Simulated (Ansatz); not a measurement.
C3H4O2 can be A, `OC#CCO`, or B, `OC1=CCO1`.

Gas-phase electronic energies from Ansatz, PBE0-D4/def2-TZVP geometries. CCSD(T)/CBS is the MP2 limit (def2-TZVPP, def2-QZVPP) plus CCSD(T) − MP2 in def2-TZVPP, frozen cores. DFT in def2-TZVPP. B3LYP here is the variant with VWN-RPA as its local correlation; programs differ in this. Each species was taken in one conformer, which may not be the lowest.

A:

```xyz
9

O    -1.050   -2.002    1.558
C    -0.522   -1.138    0.739
C     0.024   -0.345    0.022
C     0.686    0.646   -0.815
O     0.266    1.975   -0.577
H    -1.930   -2.253    1.254
H     0.472    0.449   -1.869
H     1.773    0.548   -0.686
H     0.281    2.119    0.373
```

B:

Z-matrix (Å, degrees):
```
C
O 1 1.477
C 1 1.932 2 44.8
C 1 1.502 2 88.4 3 0.0
H 1 1.092 2 109.3 3 -119.0
H 1 1.092 2 109.3 3 119.0
O 3 1.323 1 170.1 2 -0.0
H 4 1.073 1 136.8 2 -180.0
H 7 0.964 3 108.4 1 0.0
```

Problem. Which is lower in electronic energy at CCSD(T)/CBS, and by how much? (Best estimate.)

Solution. Computed: B, by 15.2 kcal/mol.

Problem. Give E(B) − E(A) in kcal/mol with CCSD(T)/def2-SVP, CCSD(T)/def2-TZVPP, PBE-D4, B3LYP, CCSD/def2-TZVPP, LDA (SPW92), ωB97M-V. (Best estimate.)

Solution. Computed: CCSD(T)/def2-SVP -16.7, CCSD(T)/def2-TZVPP -15.7, PBE-D4 -18.8, B3LYP -13.5, CCSD/def2-TZVPP -14.9, LDA (SPW92) -23.0, ωB97M-V -17.1. None reverses the order clearly.

Problem. Does the order hold for the free energy at 298.15 K (harmonic terms from PBE0-D4)? (An estimate is asked.)

Solution. The calculation gave: Yes: G(B) − G(A) = -13.2 kcal/mol, for one conformer each.

Largest T1 diagnostic: 0.013.

In def2-TZVPP, CCSD(T) changes the Hartree–Fock value by −4.0 kcal/mol (the triples alone add −0.8 kcal/mol) and MP2 by −3.5 kcal/mol. Leaving LDA and LC-ωPBE aside and taking each functional with its dispersion term where it has one, the values, not all of them listed here, spread over 6.0 kcal/mol, from HSE06-D4 to BLYP-D4. LDA lies −4.7 kcal/mol from PBE without D4.
